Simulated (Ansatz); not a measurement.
# SiCl, quartet along the distance Si1-Cl2

Starting geometry (PBE0/def2-TZVP stationary point for this spin):

```yaml
atoms:
  - { symbol: Si, position_ang: [0.0000, 0.0000, 0.0000] }
  - { symbol: Cl, position_ang: [0.0000, 0.0000, 2.0579] }
```

From there Cl2 moves along the line of the two atoms named below, all else staying in place; atoms are numbered as listed. Energies are in kJ/mol, counted from the starting geometry at the same level.

Basis 6-31G; Ansatz 0.2.0. Correlated methods freeze the noble-gas cores. Prefix R: restricted or restricted open-shell reference; prefix U: unrestricted.

Coupled cluster chose its determinant by a search with trial CCSD, here up to 0.10 eV above the lowest Hartree–Fock solution of its kind. For open shells CISD and CISDTQ are restricted-active-space CI with the open shells as a complete middle space. A value is left out where its run failed or describes another state than the reference as far as symmetry and spin tell, or, spin-broken singlets apart, can't be checked. The reference follows the lowest state, whose symmetry changes from Σ⁻ or Δ to Π between 2.897 and 3.239.

Full CI is exact within this basis and frozen core; it isn't the basis-set limit. The frozen core follows each run's orbitals, which can shift R against U totals by a few meV.

```json
{"distance Si1-Cl2 (Å)": "1.656", "full CI": "455.8", "unpaired electrons (full CI)": "3.01", "error CISD": "-2.1", "error RCCSD": "-1.1", "error UCCSD(T)": "-0.4", "error RCCSDT": "-0.1", "error CISDTQ": "-0.1", "error RCCSDTQ": "0.0"}
{"distance Si1-Cl2 (Å)": "1.866", "full CI": "113.3", "unpaired electrons (full CI)": "3.01", "error CISD": "-1.1", "error RCCSD": "-0.6", "error UCCSD(T)": "-0.2", "error RCCSDT": "-0.1", "error CISDTQ": "0.0", "error RCCSDTQ": "0.0"}
{"distance Si1-Cl2 (Å)": "2.058", "full CI": "0.0", "unpaired electrons (full CI)": "3.01", "error CISD": "0.0", "error RCCSD": "0.0", "error UCCSD(T)": "0.0", "error RCCSDT": "0.0", "error CISDTQ": "0.0", "error RCCSDTQ": "0.0"}
{"distance Si1-Cl2 (Å)": "2.305", "full CI": "-25.7", "unpaired electrons (full CI)": "3.02", "error CISD": "1.9", "error RCCSD": "1.0", "error UCCSD(T)": "0.4", "error RCCSDT": "0.2", "error CISDTQ": "0.0", "error RCCSDTQ": "0.0"}
{"distance Si1-Cl2 (Å)": "2.458", "full CI": "-15.1", "unpaired electrons (full CI)": "3.03", "error CISD": "3.1", "error RCCSD": "1.5", "error UCCSD(T)": "0.5", "error RCCSDT": "0.3", "error CISDTQ": "0.1", "error RCCSDTQ": "0.0"}
{"distance Si1-Cl2 (Å)": "2.897", "full CI": "17.9", "unpaired electrons (full CI)": "3.03", "error CISD": "–", "error RCCSD": "-0.5", "error UCCSD(T)": "0.1", "error RCCSDT": "0.1", "error CISDTQ": "1.1", "error RCCSDTQ": "0.0"}
{"distance Si1-Cl2 (Å)": "3.239", "full CI": "15.2", "unpaired electrons (full CI)": "3.03", "error CISD": "-1.6", "error RCCSD": "-1.5", "error UCCSD(T)": "0.0", "error RCCSDT": "0.0", "error CISDTQ": "0.0", "error RCCSDTQ": "0.0"}
{"distance Si1-Cl2 (Å)": "3.886", "full CI": "13.7", "unpaired electrons (full CI)": "3.05", "error CISD": "-1.7", "error RCCSD": "-1.7", "error UCCSD(T)": "0.0", "error RCCSDT": "0.0", "error CISDTQ": "0.1", "error RCCSDTQ": "0.0"}
{"distance Si1-Cl2 (Å)": "4.472", "full CI": "15.3", "unpaired electrons (full CI)": "3.12", "error CISD": "-1.9", "error RCCSD": "-1.9", "error UCCSD(T)": "-0.1", "error RCCSDT": "0.1", "error CISDTQ": "0.1", "error RCCSDTQ": "0.0"}
{"distance Si1-Cl2 (Å)": "5.514", "full CI": "16.9", "unpaired electrons (full CI)": "3.22", "error CISD": "-2.2", "error RCCSD": "-2.1", "error UCCSD(T)": "-0.3", "error RCCSDT": "0.1", "error CISDTQ": "0.1", "error RCCSDTQ": "0.0*"}
{"distance Si1-Cl2 (Å)": "7.028", "full CI": "17.6", "unpaired electrons (full CI)": "3.08", "error CISD": "-2.4", "error RCCSD": "-2.4", "error UCCSD(T)": "-0.5", "error RCCSDT": "0.0", "error CISDTQ": "-0.1", "error RCCSDTQ": "0.0"}
```

An asterisk marks runs whose energy the program itself flagged as in doubt.

Unpaired electrons are Σ n²(2−n)² over natural occupations. Errors are those of relative energies. In total energy the starting point itself misses full CI by: CISD 7.9, RCCSD 3.7, UCCSD(T) 0.8, RCCSDT 0.0, CISDTQ 0.2, RCCSDTQ 0.0 kJ/mol.

Spread of the error over the points with a reference, to 7.028 Å (largest less smallest): RCCSDTQ 0.0, RCCSDT 0.4, UCCSD(T) 1.0, CISDTQ 1.1, RCCSD 3.9, CISD 5.4 (10 of 11 points) kJ/mol.
